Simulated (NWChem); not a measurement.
System: hydrogen peroxide (H2O2); SMILES OO

Computed with NWChem. Coordinates come from a PBE0/def2-SVP optimisation. Computed dipoles belong to the equilibrium geometry; the measured one is vibrationally averaged.

Measured dipole moment: 1.77 D (NIST CCCBDB, as tabulated in the package chemicals).

**Question.** Which of these levels lies farthest from the measured value, and how do the others fare: CAM-B3LYP/pcseg-1; CAM-B3LYP/def2-TZVPP; CAM-B3LYP/def2-QZVP; CAM-B3LYP/3-21G; CAM-B3LYP/aug-pcseg-1; CAM-B3LYP/pcseg-2?

**Answer.** CAM-B3LYP/3-21G.
```csv
level,dipole moment (D),computed − measured
CAM-B3LYP/3-21G,2.02,+0.25
CAM-B3LYP/pcseg-1,1.83,+0.06
CAM-B3LYP/aug-pcseg-1,1.66,-0.11
CAM-B3LYP/pcseg-2,1.76,-0.01
CAM-B3LYP/def2-TZVPP,1.74,-0.03
CAM-B3LYP/def2-QZVP,1.71,-0.06
```
